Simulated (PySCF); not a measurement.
**Structure elucidation problem**

Molecular formula: C4H7N. Simulated spectra:

1H NMR (600 MHz, computed): δ 7.86 (d, J = 17.0 Hz, 1H), 7.08 (dd, J = 17.0, 1.1 Hz, 1H), 2.66 (ttd, J = 7.4, 3.5, 1.1 Hz, 1H), 1.05 (m, 2H), 0.96 (m, 2H).

13C{1H} NMR (computed): δ 151.1 (CH2), 45.5 (CH), 13.4 (CH2, 2C).

All values are calculated (PySCF 2.14.0 with density-fitted response routines): GFN2-xTB structure, J: B3LYP/pcJ-1 (spin–dipole term only in couplings to heteroatoms), PBE0/pcSseg-1 with gauge-including orbitals. A single conformation, relativity neglected, one averaged value for each set of equivalent atoms, in vacuum.

δ = σ(ref) − σ, references computed at the same level: TMS for 1H (σref 31.72) and 13C (σref 186.93).

**Question.** Choose the structure that fits.
A. C=C/N=C\C
B. C=NC1CC1
C. N[C@@H]1C=CC1
D. C=C/C=N\C
E. N=C1CCC1

**Answer.** B. 

1. Rings plus π bonds: 2 (1 ring in the answer).
2. 3 carbon signals for 4 carbons: some carbons are equivalent by symmetry or fast rotation.
3. Carbon types of the structure: 1 × CH, 3 × CH2, which accounts for all hydrogens.
4. δC 151.1: C=N carbon.
5. δC 45.5, 13.4: three-membered-ring carbon.
6. δH 7.86, 7.08: hydrogen on a C=N carbon.
7. δH 2.66, 1.05, 0.96: hydrogen on a three-membered-ring carbon.
8. The protons at 7.86 and 7.08 share a coupling of 17.0 Hz (geminal).

The others: C=C/N=C\C would give 4 carbon signals, not 3; N[C@@H]1C=CC1 would give 4 carbon signals, not 3; C=C/C=N\C would give 4 carbon signals, not 3; N=C1CCC1 would give 4 carbon signals, not 3.

Splittings below 1 Hz are ignored in the labels, and close J values are merged. Couplings among chemically equivalent protons are left out too, so labels in AA′BB′ or AA′XX′ sets are apparent multiplicities. Unscaled 3J(H,H) at this level run about 10 % above measured values. Shifts are as computed. Against solution values, carbons near 30 ppm lie about +3 ppm off and those near 130 ppm about +5 ppm (rms about the fit 2.1 ppm; single classes can miss by 10 ppm). Of 1328 compounds with measured shifts, 309 miss one by over three times the rms of a fit or turn the order of signals round; such compounds aren't used in these exercises. Signals without a measured value on file couldn't be tested in this way; 1H shifts scatter by 0.2 ppm about their fit, and single ones miss by 0.5 ppm.
